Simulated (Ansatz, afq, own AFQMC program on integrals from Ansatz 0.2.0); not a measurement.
Integrals from Ansatz 0.2.0, then the random walk in our own AFQMC program (afq).

```yaml
crystal:
  periodic: [false, false, false]
  atoms:
    - {symbol: Al, position_ang: [0.000000, 0.000000, -1.590033]}
    - {symbol: C, position_ang: [0.000000, 0.000000, 4.780967]}
    - {symbol: H, position_ang: [0.000000, 0.000000, -3.190933]}
basis:
  gaussian: {orbitals: 6-31G}
magnetization: {spin_polarized: false, initial_magnetization: 2}
correlation: {method: ccsd_t, electrons: outside_noble_gas, hamiltonian_folder: ham}
```

```sh
$ ansatz run in.yaml --threads 1 --pin off --events-out ev --progress --plain --max-ram 16896MiB --backend cuda --devices 0, --max-vram 18GiB
```

Options of the walk:

```
--method phaseless --trial cisd --walkers 4000 --populations 20 --least-time 60 --time-step 0.005 --steps-per-block 50 --equilibration-blocks 40 --max-blocks 4000 --target-error 0.00034 --factor-cut 1e-05 --start spin_pure --seed 7743 --release-times 0.24,0.51,0.99,1.62,2.4 --release-step 0.03 --release-every 3 --taylor-order 6
```

Times are imaginary, in 1/Eh. The walk had a cap of 122 s. With eight or more populations the least sampling time is a fifth of least-time, and the error comes from their spread.

```
orbitals 18  electrons 5 3  factors 82 of 297
reference energy -280.10223714 Eh
CCSD correlation -0.08337369 Eh in 12 cycles, weight of the determinant in the CISD state 0.9068
energy of the start -280.185607 Eh
 block  time / (1/Eh)  mean weight  energy / Eh
     1     0.250  0.9998  -280.184928
     2     0.500  1.0000  -280.184782
     3     0.750  0.9998  -280.184815
     4     1.000  1.0000  -280.184989
     5     1.250  1.0001  -280.185177
    10     2.500  1.0000  -280.185777
    19     4.750  1.0000  -280.186143
    29     7.250  0.9999  -280.186391
    39     9.750  1.0000  -280.186157
    45    11.250  1.0001  -280.186598
    49    12.250  1.0001  -280.186400
    59    14.750  1.0001  -280.186199
    69    17.250  0.9999  -280.186326
    79    19.750  0.9999  -280.185951
    87    21.750  1.0001  -280.185863
    89    22.250  1.0002  -280.186123
error from the spread of 20 populations
released: time / (1/Eh)  energy / Eh  error  mean overlap
  0.24  -280.186289  0.000046  0.9987
  0.51  -280.186351  0.000035  0.9983
  0.99  -280.186442  0.000038  0.9977
  1.62  -280.186487  0.000041  0.9966
  2.40  -280.186497  0.000039  0.9948
energy -280.186249 +/- 0.000047 Eh
(rows thinned)
```

Q: Estimate how long the walk took on 1 × NVIDIA H100 80GB HBM3 with 2 threads of AMD EPYC 7R13 Processor (Zen 3) (shared host) (the card was shared).

A: 20 s of wall time.

The run passed its tests (sampling time, drift between the halves within three errors, error under three times the target), which doesn't prove that it has relaxed.

Against this walk (error 1.3 meV) on the same determinant: CCSD(T) 0.9 meV higher (within the noise), CCSDT(Q) 7.2 meV lower, CCSDTQ 7.7 meV lower, full CI 7.6 meV lower. The error is statistical and leaves out the bias of the constraint. Released to 2.40 1/Eh the energy lies 6.8 ± 1.7 meV (both errors) below the phaseless value, which shows part or all of the bias of the constraint, and full CI lies 0.9 meV below the released value. Full CI is exact here, so the walk's 8 meV above it is the walk's own error: the bias of the constraint with this trial.

Cautions: constraint bias not in the error; lower spins were not checked.

CCSDT and higher add their correlation energy to the determinant of the CCSD(T) run, since their own runs factorise the integrals more tightly (a shift of under 2 meV). A walk keeps the symmetry of its determinant, which the program's search chose and which needn't be the lowest solution, so a lower state of the same spin and another symmetry isn't excluded.
